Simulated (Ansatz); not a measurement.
```yaml
crystal:
  periodic: [false, false, false]
  atoms:
    - {symbol: F, position_ang: [0.204752, -1.809199, 0.581821]}
    - {symbol: C, position_ang: [0.518990, -0.889354, -0.242496]}
    - {symbol: F, position_ang: [1.819878, -0.533967, 0.080640]}
    - {symbol: F, position_ang: [0.543850, -1.356543, -1.525282]}
    - {symbol: C, position_ang: [-0.358017, 0.303581, -0.177576]}
    - {symbol: S, position_ang: [-0.258672, 1.064789, 1.468885]}
    - {symbol: H, position_ang: [-1.370823, 0.041991, -0.487913]}
    - {symbol: H, position_ang: [0.084171, 1.055321, -0.871731]}
    - {symbol: H, position_ang: [-1.160589, 2.003081, 1.178272]}
basis:
  gaussian: {orbitals: STO-3G, final_grid: {core_spheres: 1, valence_spheres: 1, degree: 5}}
total_charge: 1
magnetization: {spin_polarized: true, initial_magnetization: 1}
hamiltonian: {xc: {name: wB97M-V}}
```

```sh
$ ansatz run in.yaml --threads 4 --pin off --events-out ev --progress --plain --max-ram 10444MiB
```

It prints (some lines left out):

```
Functional definition: wB97M-V
510 factors; integrals over basis functions are off by at most 3.8e-5 eV
152 factors; integrals over basis functions are off by at most 1.7e-6 eV
mean field evaluation 1: about -20833.1032 eV, gradient 2.7e1 eV
mean field evaluation 2: about -20836.5237 eV, gradient 1.8e1 eV
mean field evaluation 4: about -20838.1508 eV, gradient 5.9e-1 eV
mean field evaluation 8: about -20817.5916 eV, gradient 5.9e-1 eV
mean field evaluation 16: about -20817.5963 eV, gradient 3.7e-3 eV
mean field -20817.59632116 eV, -765.0325541292 hartree, gradient 2.6e-5 eV, S^2 0.751471; 6 other end points of the search recorded, 0 dependent functions left out
reference -20817.59632157 eV, -765.0325541442 hartree; 29, 28 occupied and 8, 9 virtual orbitals, 510 factors
Total energy: -20817.59632157 eV, -765.0325541442 hartree
```

Q: Something in this input is off. What?

A: The integration grid is far too coarse. The run converged. The result belongs to that input, not to the molecule as meant.
